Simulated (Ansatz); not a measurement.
Reactions of C2H3N, SMILES `C1=CN1`.

Isolated molecules relaxed with PBE0-D4/def2-TZVP in Ansatz; ΔE leaves out vibrations. CBS: MP2 limit from def2 TZ/QZ plus the TZ coupled-cluster correction, frozen cores. This one scheme is used for every species, atoms too. Functionals use def2-TZVPP. Open shells (•) are unrestricted, without spin–orbit coupling. Spin–orbit coupling would lower the free atoms: a little for C. Each species was taken in one conformer, which may not be the lowest.

```
                   reaction  B2PLYP (kJ/mol)  PBE-D4 (kJ/mol)  ωB97X-V (kJ/mol)  CCSD(T)/CBS(def2) (kJ/mol)
          `C1=CN1` → `C#CN`             -175             -155              -158                        -164
`C1=CN1` → 2 C• + 3 H• + N•             2218             2347              2243                        2232
        `C1=CN1` → `C1=NC1`             -144             -137              -145                        -138
    `C1=CN1` → `[C-]#[N+]C`             -247             -214              -239                        -236
          `C1=CN1` → `CC#N`             -351             -318              -335                        -337
```

Largest T1 diagnostic: 0.014, for `[C-]#[N+]C`.
